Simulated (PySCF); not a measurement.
Continuum solvent and chemical shifts

Structure with atom numbers: `[N:1]#[C:2][OH:3]`. Hydrogens are named by the atom that carries them.

GIAO PBE0/pcSseg-1 in PySCF 2.14.0 with density-fitted response routines on one PBE0-D3(BJ)/def2-SVP conformer, non-relativistic, equivalent nuclei averaged. Solvents enter as an IEF-PCM continuum (dichloromethane with ε = 8.9, methanol with ε = 32.6) around the gas-phase geometry. Shifts are referred to TMS computed in the same medium.

Gas phase, δ in ppm: C2 115.8, H(O3) 3.47. Dipole moment 4.02 D.

(1) How does each δ change in the continuum?

(2) Which of the listed nuclei move most (in ppm), and what does the model miss? (N and O are left out, as their reference compounds move with the solvent too.)

Results:

(1) 
```json
{"atoms": "C2", "environment": "nitrile carbon", "Δδ, dichloromethane": "+4.9", "Δδ, methanol": "+5.6"}
{"atoms": "H(O3)", "environment": "hydrogen on an oxygen bonded to C", "Δδ, dichloromethane": "+1.57", "Δδ, methanol": "+1.79"}
```

Changes are relative to the gas phase. The dipole moment becomes 4.86 D in dichloromethane, 4.98 D in methanol.

(2) C2 (nitrile carbon, +5.6 ppm) in methanol. A continuum only polarises the solute; specific hydrogen bonds, the anisotropy of aromatic solvents and changes of geometry or conformer are outside it.
